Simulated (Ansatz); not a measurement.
```yaml
crystal:
  periodic: [false, false, false]
  atoms:
    - {symbol: Ge, position_ang: [0.000000, 0.000000, -2.328878]}
    - {symbol: Al, position_ang: [0.000000, 0.000000, 0.115531]}
    - {symbol: S, position_ang: [0.000000, 0.000000, 2.213347]}
basis:
  gaussian: {orbitals: def2-TZVP}
magnetization: {spin_polarized: true, initial_magnetization: 1}
hamiltonian: {xc: pbe0}
relax: {f_tol: 0.004, max_steps: 80}
```

```sh
$ ansatz run in.yaml --threads 1 --pin off --events-out ev --progress --plain --max-ram 2176MiB
```

Steps of the relaxation (energy above the last step; positions in Å, forces in eV/Å):

```
3
step 1, 95.1 meV
Ge    0.000    0.000   -2.329    0.000    0.000   -0.693
Al    0.000    0.000    0.116    0.000    0.000    2.187
S     0.000    0.000    2.213    0.000    0.000   -1.494
```

```
3
step 2, 0.3 meV
Ge    0.000    0.000   -2.364    0.000    0.000   -0.055
Al    0.000    0.000    0.171    0.000    0.000    0.094
S     0.000    0.000    2.193    0.000    0.000   -0.039
```

```
3
step 3, 0.0 meV
Ge    0.000    0.000   -2.369    0.000    0.000   -0.003
Al    0.000    0.000    0.175    0.000    0.000   -0.004
S     0.000    0.000    2.195    0.000    0.000    0.007
```

```
3
step 4, 0.0 meV
Ge    0.000    0.000   -2.370    0.000    0.000    0.003
Al    0.000    0.000    0.175    0.000    0.000    0.016
S     0.000    0.000    2.196    0.000    0.000   -0.020
```

```
3
step 5, 0.0 meV
Ge    0.000    0.000   -2.370    0.000    0.000    0.000
Al    0.000    0.000    0.175    0.000    0.000    0.000
S     0.000    0.000    2.195    0.000    0.000    0.000
```

Close pairs at the end: Al2–S3 2.020 Å, Ge1–Al2 2.545 Å.

A stationary point of unrestricted PBE0 after 5 steps, with ⟨S²⟩ = 0.756 against 0.75 for a pure state; no frequencies were run, so it isn't proven a minimum. 53 s on 1 thread of Intel Xeon 6975P-C, shared host.
